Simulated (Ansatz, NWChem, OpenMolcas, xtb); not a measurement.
# Loss of C2H2: C3H3N → HNC + C2H2

Species: C3H3N `C=C=C=N`, singlet; HNC (hydrogen isocyanide) `[C-]#[NH+]`, singlet; C2H2 (acetylene) `C#C`, singlet. 

Shapes, held fixed at every level: PBE0-D4/def2-TZVP. Programs: Ansatz 0.2.0, NWChem 7.3.0, OpenMolcas 26.06, xtb 6.7.1. A level may come from different programs for different species; with the same settings they agree closely. Electronic energies: no zero-point or thermal term.

| level | kind | ΔE (kJ/mol) |
| --- | --- | --- |
| GFN1-xTB | semi-empirical | +205.5 |
| HF/STO-3G | Hartree–Fock | +64.8 |
| HF/3-21G | Hartree–Fock | +17.9 |
| HF/def2-SVP | Hartree–Fock | +41.1 |
| PBE0/STO-3G | global hybrid | +189.7 |
| B3LYP/6-31G* (Cartesian functions) | global hybrid | +137.3 |
| PBE0/def2-SVP | global hybrid | +152.5 |

PBE0/def2-SVP gives ΔE = +152.5 kJ/mol; the levels span +17.9 to +205.5. The median of the levels is +137.3. No measured value is set beside it here. Rows in sets without polarisation functions are far from converged.
